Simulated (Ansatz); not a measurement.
Structure optimisation: copper, fcc

These are results of DFT, RPBE, plane waves (420 eV) with PAW, scalar-relativistic (Ansatz), not measurements. The PAW files were generated under PBE, with cores re-solved for the functional.

k-point mesh 15×15×15, Fermi-Dirac smearing 0.1 eV, no spin polarisation. Cell and atoms relax.

Starting structure:

```yaml
crystal:
  lattice:
    - [0.00000, 1.80748, 1.80748]
    - [1.80748, 0.00000, 1.80748]
    - [1.80748, 1.80748, 0.00000]
  atoms:
    - { symbol: Cu, position: [0.00000, 0.00000, 0.00000] }
```

What cell does the relaxation end in?

Fm-3m with a = 3.673 Å; 12.38 Å³ per atom against 11.81 at the start (4.9 %).

How much energy does the relaxation gain?

11.3 meV per atom.
